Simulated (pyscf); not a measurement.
1,1-elimination: H₂P–GeH₃ -> H₂P–GeH: [singlet] + hydrogen (H₂)

Gas phase, singlet surface, charge 0. Bonds broken: Ge2–H5, Ge2–H6. Bonds formed: H5–H6. Structures and frequencies: ωB97X-D3(BJ)/def2-SVP in PySCF.

Transition state (Å):

```xyz
7

P     -0.4213    -1.0135     1.1871
Ge     1.3752     0.4680     1.2187
H      0.3481    -2.1617     1.5302
H     -0.3800    -1.2857    -0.2080
H      1.9762     0.7163    -0.2244
H      0.8352     1.0592    -0.2890
H      0.8996     1.8467     1.7190
```

One imaginary mode, 1303i cm⁻¹; descent along it reached the two sides named.

| bond | change | reactant side (Å) | saddle | product side |
|---|---|---|---|---|
| Ge2–H5 | breaks | 1.537 | 1.583 | 2.384 |
| Ge2–H6 | breaks | 1.536 | 1.707 | 2.439 |
| H5–H6 | forms | 2.506 | 1.193 | 0.768 |

Electronic energies relative to the reactant's lowest minimum found (kcal/mol):

| level | barrier | reaction energy | reverse barrier |
|---|---|---|---|
| ωB97X-D3(BJ)/def2-TZVP | 56.8 | +38.0 | 18.7 |
| PBE/def2-TZVP | 45.6 | +32.7 | 12.9 |
| r²SCAN/def2-TZVP | 49.1 | +36.9 | 12.2 |
| B3LYP-D3(BJ)/def2-TZVP | 51.1 | +32.2 | 18.9 |
| PBE0-D3(BJ)/def2-TZVP | 50.9 | +37.5 | 13.4 |
| M06-2X/def2-TZVP | 53.6 | +33.4 | 20.2 |
| ωB97M-D3(BJ)/def2-TZVP | 53.2 | +34.9 | 18.3 |
| HF/def2-TZVP | 69.4 | +37.1 | 32.3 |

With ωB97M-D3(BJ)/def2-TZVP energies and thermal terms (ideal gas, 1 atm, RRHO with modes under 100 cm⁻¹ raised to 100, one conformer, R ln 2 for chiral ones without a mode under 150 cm⁻¹), in kcal/mol:

```csv
T (K),ΔH‡,ΔG‡,ΔH,ΔG
298,50.8,50.6,+31.9,+23.1
600,50.6,50.5,+32.6,+13.7
900,50.3,50.5,+32.5,+4.3
1200,49.9,50.7,+31.9,-5.0
```

One saddle was located; it need not be the lowest between these sides. Elements up to Kr have no core potential and no relativistic terms here.
